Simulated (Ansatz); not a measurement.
Geometry optimisation, RHF/STO-3G (Ansatz).

The input (input.yaml):

```yaml
crystal:
  periodic: [false, false, false]
  atoms:
    - { symbol: C, position_ang: [-0.9172, 0.7841, -0.5711] }
    - { symbol: B, position_ang: [0.0886, -0.3574, -0.496] }
    - { symbol: C, position_ang: [0.8631, -0.6499, 0.8304] }
    - { symbol: H, position_ang: [-1.8872, 0.423, -0.8426] }
    - { symbol: H, position_ang: [-0.6511, 1.5347, -1.3911] }
    - { symbol: H, position_ang: [-1.0338, 1.3819, 0.3843] }
    - { symbol: H, position_ang: [0.3124, -1.0262, -1.4423] }
    - { symbol: H, position_ang: [0.7138, -1.6676, 1.1758] }
    - { symbol: H, position_ang: [0.6089, 0.0799, 1.684] }
    - { symbol: H, position_ang: [1.9857, -0.5537, 0.6715] }
basis:
  gaussian: { orbitals: STO-3G }
hamiltonian:
  xc: hf
relax:
  f_tol: 0.02
  max_steps: 40
```

Command:

```bash
$ ansatz run input.yaml --threads 1 --pin off --max-ram 2048MiB --backend cpu --events-out ev --progress --plain --runs-dir out
```

Q: Where does it end, and by what steps?

A: The forces met the threshold. Limits of this set-up: minimal basis. After 5 steps the energy has fallen by 0.363 eV; H9 moved furthest, 0.10 Å.

```json
{"step": "0", "energy less start (eV)": "0.0000", "largest force component (eV/Å)": "4.354", "accepted": "yes"}
{"step": "1", "energy less start (eV)": "-0.3509", "largest force component (eV/Å)": "0.698", "accepted": "yes"}
{"step": "2", "energy less start (eV)": "-0.3449", "largest force component (eV/Å)": "0.583", "accepted": "no"}
{"step": "3", "energy less start (eV)": "-0.3612", "largest force component (eV/Å)": "0.134", "accepted": "yes"}
{"step": "4", "energy less start (eV)": "-0.3627", "largest force component (eV/Å)": "0.024", "accepted": "yes"}
{"step": "5", "energy less start (eV)": "-0.3628", "largest force component (eV/Å)": "0.003", "accepted": "yes"}
```

```xyz
10
Properties=species:S:1:pos:R:3
C -0.948 0.833 -0.589
B 0.104 -0.331 -0.456
C 0.907 -0.650 0.861
H -1.915 0.424 -0.870
H -0.656 1.504 -1.392
H -1.076 1.418 0.314
H 0.301 -0.999 -1.390
H 0.730 -1.678 1.163
H 0.663 -0.003 1.694
H 1.973 -0.568 0.668
```

Whether the end is a true minimum wasn't checked by a vibrational analysis.

Time of the run: 3.4 s on 1 thread of Intel(R) Xeon(R) Processor @ 2.70GHz, with other jobs on the host, peak memory 0.098 GiB.
